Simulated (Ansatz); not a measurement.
CS₂, SMILES S=C=S, the interaction energy of a dimer with the counterpoise correction

Program: Ansatz 0.2.0 through its Python package.

The cells in order, each with its output:

**Cell 1**
```python
import ansatz as az

FIRST = [
    ("S", (1.3585, -0.1562, 0.7299)),
    ("C", (0.0, 0.0, 0.0)),
    ("S", (-1.3585, 0.1562, -0.7299)),
]
SECOND = [
    ("S", (-0.7152, 1.7146, 2.0956)),
    ("C", (0.387, 1.4629, 3.156)),
    ("S", (1.4893, 1.2111, 4.2163)),
]

def energy(atoms, ghosts=()):
    molecule = az.Crystal.molecule()
    for symbol, xyz in atoms:
        molecule = molecule.atom(symbol, xyz)
    calc = (
        molecule.calculation()
        .basis(gaussian="def2-SVPD")
        .correlation("mp2")  # correlation on top of the mean field
    )
    deck = calc.input()
    if ghosts:
        deck = deck.set(az.key.basis.gaussian.ghost_atoms, [{"symbol": s, "position_ang": list(xyz)} for s, xyz in ghosts])
    return az.Session.from_dict(deck).plan().execute().report["free_energy_ev"]
```

**Cell 2**
```python
# monomers in their own basis and in the basis of the dimer
both = energy(FIRST + SECOND)
alone = energy(FIRST) + energy(SECOND)
ghosted = energy(FIRST, SECOND) + energy(SECOND, FIRST)
print(f"dimer {both:.6f} eV")
print(f"interaction, uncorrected   {(both - alone):8.3f} eV")
print(f"interaction, counterpoise  {(both - ghosted):8.3f} eV")
print(f"basis-set superposition    {(alone - ghosted):8.3f} eV")
```
Output:
```text
dimer -45337.022684 eV
interaction, uncorrected      0.139 eV
interaction, counterpoise     0.332 eV
basis-set superposition       0.193 eV
```

Uncorrected it is 0.139 eV, with the counterpoise correction 0.332 eV; the difference, 0.19 eV, is the superposition error. In this basis both values are repulsive.

Reading the output:
- Total energies depend on the basis set; only differences at equal settings carry meaning.
- The dimer is a generated trial pose of unrelaxed monomers, not a minimum, so the figure is no binding energy, and the basis set is small.
- Finished in 15 s on 1 thread of Arm Neoverse V2, with other jobs on the host, peak memory 0.4 GiB.
